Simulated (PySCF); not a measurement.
**C4H8S: electronic structure in real space**

For C4H8S, the scripts below probe its ring current by NICS, see where an electron leaves and enters and compute its lowest excited states.

Method: levels as typed in each script, gas phase, geometry from GFN2-xTB; program: PySCF 2.14.0.

**1. The starting structure**

SMILES `CC1CSC1`, 13 atoms, charge 0, spin multiplicity 1.

Bond lengths: C1–C2 1.519 Å, C1–H6 1.088 Å, C1–H7 1.087 Å, C1–H8 1.088 Å, C2–C3 1.533 Å, C2–C5 1.534 Å, C2–H9 1.093 Å, C3–S4 1.831 Å, C3–H10 1.089 Å, C3–H11 1.087 Å, S4–C5 1.831 Å, C5–H12 1.087 Å, C5–H13 1.089 Å. Angles: C2–C1–H6 110.5°, C2–C1–H7 110.3°, C2–C1–H8 110.2°, H6–C1–H7 108.5°, H6–C1–H8 108.5°, H7–C1–H8 108.6°, C1–C2–C3 115.2°, C1–C2–C5 115.1°, C1–C2–H9 109.6°, C3–C2–C5 95.8°, C3–C2–H9 110.2°, C5–C2–H9 110.2°, C2–C3–S4 92.5°, C2–C3–H10 113.7°, C2–C3–H11 116.3°, S4–C3–H10 110.3°, S4–C3–H11 112.9°, H10–C3–H11 110.0° and more.

Geometry (Å):

```csv
atom,x (Å),y (Å),z (Å)
C1,-2.1725,-0.0003,0.2509
C2,-0.8265,0.0005,-0.4526
C3,0.1202,1.1376,-0.0499
S4,1.5457,-0.0002,0.1143
C5,0.1197,-1.1376,-0.0503
H6,-2.0387,-0.0007,1.3308
H7,-2.7435,-0.8828,-0.0271
H8,-2.7431,0.8840,-0.0268
H9,-0.9783,0.0008,-1.5352
H10,-0.1188,1.5855,0.9134
H11,0.2829,1.9151,-0.7921
H12,0.2821,-1.9149,-0.7927
H13,-0.1195,-1.5856,0.9129
```

**2. Ring currents (B3LYP/6-311g**)**

Contents of input.py:

```python
import numpy as np
from pyscf import gto, scf, dft
from pyscf.prop import nmr
from pyscf.data import nist

def solve(mol, dm0=None, hcore=None):
    mf = (dft.UKS if mol.spin else dft.RKS)(mol, xc='b3lyp')
    mf.grids.level = 3
    mf.conv_tol, mf.max_cycle = 1e-8, 80
    if hcore is not None:
        mf.get_hcore = lambda *args: hcore
    mf.kernel(dm0)
    if not mf.converged:
        mf = mf.newton().run(mf.mo_coeff, mf.mo_occ, max_cycle=30)
    assert mf.converged, 'SCF not converged'
    return mf

mol = gto.M(atom='''
C     -2.17254    -0.00028     0.25087
C     -0.82646     0.00051    -0.45259
C      0.12021     1.13762    -0.04994
S      1.54571    -0.00019     0.11429
C      0.11972    -1.13758    -0.05030
H     -2.03870    -0.00069     1.33080
H     -2.74352    -0.88276    -0.02712
H     -2.74313     0.88404    -0.02684
H     -0.97830     0.00085    -1.53518
H     -0.11883     1.58546     0.91336
H      0.28295     1.91511    -0.79207
H      0.28211    -1.91491    -0.79268
H     -0.11952    -1.58563     0.91285
''', basis='6-311g**', charge=0, spin=0, verbose=4)
mf = solve(mol)
vxc = nmr.rks.get_vxc_giao  # smaller grid blocks
nmr.rks.get_vxc_giao = lambda *a, **k: vxc(*a, **{**k, 'max_memory': 300})
calc = nmr.RKS(mf)
calc.cphf = True
nuclei = calc.kernel()
mo1 = calc.mo10
# ring centres and points 1 angstrom above and below them
points = np.array([
    [0.2398, 0.0001, -0.1096],
    [0.0189, -0.0000, 0.8657],
    [0.4607, 0.0002, -1.0849],
]) / nist.BOHR
mol.atom_coord = lambda i, unit='Bohr': points[i]
idx = range(len(points))
sigma = (calc.dia(shielding_nuc=idx) + calc.para(mo10=mo1, shielding_nuc=idx)[0]) * nist.ALPHA**2 * 1e6
for p, t in zip(points, sigma):
    print('NICS at %8.4f %8.4f %8.4f  %8.2f ppm' % (*(p * nist.BOHR), -t.trace() / 3))
occ = mf.mo_coeff[:, mf.mo_occ > 0]
dm1 = np.array([mf.mo_coeff @ (2 * x) @ occ.T for x in mo1])
np.savez('result.npz', sigma=sigma, nuclei=nuclei, dm0=mf.make_rdm1(), dm1=dm1, e=mf.e_tot, eps=mf.mo_energy, occ=mf.mo_occ)
```

Command:

```bash
$ OMP_NUM_THREADS=1 python input.py
```

**4. Removing and adding an electron (LDA (SVWN)/6-31g*)**

Contents of input.py:

```python
import numpy as np
from pyscf import gto, scf, dft
from pyscf.scf import atom_ks, atom_hf
from scipy.linalg import block_diag

def solve(mol, dm0=None, hcore=None):
    mf = (dft.UKS if mol.spin else dft.RKS)(mol, xc='svwn')
    mf.grids.level = 3
    mf = mf.density_fit(auxbasis='def2-universal-jkfit')
    mf.conv_tol, mf.max_cycle = 1e-8, 80
    if hcore is not None:
        mf.get_hcore = lambda *args: hcore
    mf.kernel(dm0)
    if not mf.converged:
        mf = mf.newton().run(mf.mo_coeff, mf.mo_occ, max_cycle=30)
    assert mf.converged, 'SCF not converged'
    return mf

mol = gto.M(atom='''
C     -2.17254    -0.00028     0.25087
C     -0.82646     0.00051    -0.45259
C      0.12021     1.13762    -0.04994
S      1.54571    -0.00019     0.11429
C      0.11972    -1.13758    -0.05030
H     -2.03870    -0.00069     1.33080
H     -2.74352    -0.88276    -0.02712
H     -2.74313     0.88404    -0.02684
H     -0.97830     0.00085    -1.53518
H     -0.11883     1.58546     0.91336
H      0.28295     1.91511    -0.79207
H      0.28211    -1.91491    -0.79268
H     -0.11952    -1.58563     0.91285
''', basis='6-31g*', charge=0, spin=0, verbose=4)
mf = solve(mol)
out = dict(e0=mf.e_tot, dm0=mf.make_rdm1(), c=mf.mo_coeff, occ=mf.mo_occ, eps=mf.mo_energy)
for name, dq, spin in [('cation', 1, 1), ('anion', -1, 1)]:
    ion = mol.copy().set(charge=mol.charge + dq, spin=spin).build()
    mi = solve(ion)
    if spin and dq > 0 and mol.nao < 130:
        c, _, stable, _ = mi.stability(return_status=True)
        if not stable:
            mi = solve(ion, mi.make_rdm1(c, mi.mo_occ))
    print(name, 'vertical energy change / eV', (mi.e_tot - mf.e_tot) * 27.211386)
    out.update({'e_' + name: mi.e_tot, 'dm_' + name: mi.make_rdm1(), 's2_' + name: mi.spin_square()[0], 'eps_' + name: mi.mo_energy, 'occ_' + name: mi.mo_occ})
# spherically averaged free atoms, for the promolecule
atm = atom_ks.get_atm_nrks(mol, xc='svwn')
pro = block_diag(*[(atm[a[0]][2] * atm[a[0]][3]) @ atm[a[0]][2].T for a in mol._atom])
np.savez('result.npz', pro=pro, **out)
```

**6. Excited states (PBE0/def2-svp)**

Contents of input.py:

```python
import numpy as np
from pyscf import gto, scf, dft, tdscf
from pyscf.scf import atom_ks, atom_hf
from scipy.linalg import block_diag

def solve(mol, dm0=None, hcore=None):
    mf = (dft.UKS if mol.spin else dft.RKS)(mol, xc='pbe0')
    mf.grids.level = 3
    mf = mf.density_fit(auxbasis='def2-universal-jkfit')
    mf.conv_tol, mf.max_cycle = 1e-8, 80
    if hcore is not None:
        mf.get_hcore = lambda *args: hcore
    mf.kernel(dm0)
    if not mf.converged:
        mf = mf.newton().run(mf.mo_coeff, mf.mo_occ, max_cycle=30)
    assert mf.converged, 'SCF not converged'
    return mf

mol = gto.M(atom='''
C     -2.17254    -0.00028     0.25087
C     -0.82646     0.00051    -0.45259
C      0.12021     1.13762    -0.04994
S      1.54571    -0.00019     0.11429
C      0.11972    -1.13758    -0.05030
H     -2.03870    -0.00069     1.33080
H     -2.74352    -0.88276    -0.02712
H     -2.74313     0.88404    -0.02684
H     -0.97830     0.00085    -1.53518
H     -0.11883     1.58546     0.91336
H      0.28295     1.91511    -0.79207
H      0.28211    -1.91491    -0.79268
H     -0.11952    -1.58563     0.91285
''', basis='def2-svp', charge=0, spin=0, verbose=4)
mf = solve(mol)
td = mf.TDA()
td.nstates, td.singlet, td.conv_tol = 5, True, 1e-5
td.kernel()
td.analyze()
x, y = np.array([p[0] for p in td.xy]), np.array([p[1] + 0 * p[0] for p in td.xy])
f, mu = td.oscillator_strength(), td.transition_dipole()
nto = [td.get_nto(state=i + 1, verbose=4) for i in range(len(td.e))]
# spherically averaged free atoms, for the promolecule
atm = atom_ks.get_atm_nrks(mol, xc='pbe0')
pro = block_diag(*[(atm[a[0]][2] * atm[a[0]][3]) @ atm[a[0]][2].T for a in mol._atom])
np.savez('result.npz', e=td.e, f=f, ok=td.converged, w=[n[0] for n in nto], nto=[n[1] for n in nto], x=x, y=y, c=mf.mo_coeff, occ=mf.mo_occ, eps=mf.mo_energy, pro=pro, mu=mu)
```

(Steps that only read results are left out.)

Q: Predict the outcome of this session. Wanted: NICS(1)zz, 4-membered ring C2/C3/S4/C5; vertical ionisation energy; vertical electron affinity; lowest singlet excitation.

As calculated:

```
                                               quantity     value
NICS(1)zz, 4-membered ring C2/C3/S4/C5 (B3LYP/6-311g**)  +7.7 ppm
         vertical ionisation energy (LDA (SVWN)/6-31g*)   8.37 eV
         vertical electron affinity (LDA (SVWN)/6-31g*)  -2.54 eV
              lowest singlet excitation (PBE0/def2-svp)   5.03 eV
```

What this shows: The 4-membered ring C2/C3/S4/C5 is neither clearly shielded nor deshielded above its centre; in such a ring the values come largely from σ bonds and don't measure π aromaticity. The ionisation energy from two SCF runs, 8.37 eV, lies 3.5 eV above −ε(HOMO) = 4.85 eV of the same level, LDA (SVWN)/6-31g*, since self-interaction lifts this functional's HOMO. The geometry was not optimised at these levels.
